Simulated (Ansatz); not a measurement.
Basis-set extrapolation for C3H4FNO, SMILES `N=C(O)C=CF` (PBE0-D4/def2-TZVP geometry, frozen core, the Gaussian-basis code of Ansatz). Multiplicity 1, RHF reference.

```
                      def2-TZVPP   def2-QZVPP
                 HF  -344.797160  -344.812463
    MP2 correlation    -1.155622    -1.244041
CCSD(T) correlation    -1.225567      not run
```

Energies in hartree. Use E(X) = E(∞) + A·exp(−7.88·√X) for Hartree–Fock and E(X) = E(∞) + B·X^(−2.97) for correlation, with X = 3 and 4, and add CCSD(T) minus MP2 of the smaller set to the MP2 limit.

**Question.** What is the CCSD(T) energy at the basis-set limit?

**Answer.** HF limit: -344.812463 + (-0.015303) × 0.13774 = -344.81457. MP2 limit: -1.244041 + (-0.088419) × 0.74074 = -1.30954. Higher-order term: -1.225567 − (-1.155622) = -0.06995. Total: -346.19406 hartree, 449.8 kJ/mol below CCSD(T)/def2-TZVPP.
